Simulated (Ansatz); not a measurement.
# Worked example: CHOSi⁺, triplet against CHOSi, doublet

Geometry (PBE0/def2-TZVP stationary point of a doublet), kept for both states (CHOSi, doublet: A''; CHOSi⁺, triplet: A''):

```yaml
atoms:
  - { symbol: C, position_ang: [0.0000, -0.0240, 2.1548] }
  - { symbol: O, position_ang: [0.0000, 0.0648, 1.0313] }
  - { symbol: Si, position_ang: [0.0000, -0.0783, -1.4631] }
  - { symbol: H, position_ang: [0.0000, 1.4400, -1.2794] }
```

Basis cc-pVDZ; Ansatz 0.2.0. Only valence electrons are correlated (noble-gas cores frozen). Prefix R: restricted or restricted open-shell reference; prefix U: unrestricted.

Full CI isn't at hand for all of this; UCCSDT(Q) serves as the reference, and is uncertain by about the last step of the cluster series.

```tsv
level	E(CHOSi, doublet) (hartree)	E(CHOSi⁺, triplet) (hartree)
UHF	-402.178715	-401.866209
UMP2	-402.532628	-402.190444
UCCSD(T)	-402.576613	-402.229106
PBE	-403.031157	-402.679161
r2SCAN	-403.216912	-402.866828
UCCSDT(Q)	-402.578736	-402.231160
```

Problem. Give the vertical gap, CHOSi⁺ triplet less CHOSi doublet, at each level in eV (1 hartree = 27.2114 eV), and each error against UCCSDT(Q).

Solution. UCCSDT(Q): (-402.231160 − (-402.578736)) × 27.2114 = 9.458 eV (the reference)
r2SCAN: (-402.866828 − (-403.216912)) × 27.2114 = 9.526 eV, error 0.068 eV
PBE: (-402.679161 − (-403.031157)) × 27.2114 = 9.578 eV, error 0.120 eV
UCCSD(T): (-402.229106 − (-402.576613)) × 27.2114 = 9.456 eV, error -0.002 eV
UMP2: (-402.190444 − (-402.532628)) × 27.2114 = 9.311 eV, error -0.147 eV
UHF: (-401.866209 − (-402.178715)) × 27.2114 = 8.504 eV, error -0.954 eV

Total energies of functionals can't be set beside those of wave-function methods, since they hold the core's correlation and their own absolute errors; only the differences compare.

In so small a basis the reference is far from its limit while semilocal and hybrid functionals are nearer theirs, so the functionals' errors here hold much of the reference's basis and frozen-core error, which can add to them or hide them.

Each level lands on the state that its own search finds. T1 diagnostics of restricted CCSD: 0.021 and 0.029.
